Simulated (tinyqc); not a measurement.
The basis set: RHF and MP2 along a ladder of basis sets, for H2O, spin multiplicity 1. Computed by the program tinyqc with PySCF. 

Geometry (angstrom):
```
atom,x,y,z
O,0.0000,0.0000,0.0000
H,0.0000,0.7190,0.5720
H,0.0000,-0.7190,0.5720
```

Same geometry throughout; the dipole is taken about the origin.

RHF and frozen-core MP2 in a ladder of bases:
```
basis,functions,E(RHF) (hartree),E(MP2 corr) (hartree),HOMO (eV),LUMO (eV),dipole (debye)
sto-3g,7,-74.95338,-0.03258,-10.761,17.619,1.786
3-21g,13,-75.57971,-0.11805,-13.129,7.480,2.449
6-31g,13,-75.98041,-0.12432,-13.726,5.762,2.639
6-31g**,24,-76.02134,-0.19180,-13.610,6.078,2.174
cc-pvdz,24,-76.02510,-0.19907,-13.516,5.207,2.041
aug-cc-pvdz,41,-76.04001,-0.21609,-13.966,0.977,1.991
cc-pvtz,58,-76.05627,-0.25887,-13.831,3.963,2.017
```

From cc-pVDZ to cc-pVTZ the RHF energy falls by 31.2 mhartree and the correlation energy by 59.8. If valence correlation converges as X^-3, (27 E(T) - 8 E(D))/19 gives -0.2840 hartree, a rough estimate from such small X that usually falls short; STO-3G holds about 11 % of it. Beyond STO-3G the LUMO moves by 6.5 eV and the HOMO by 0.8 eV; diffuse functions lower the positive LUMO sharply, since an unbound virtual level tracks the most diffuse function.
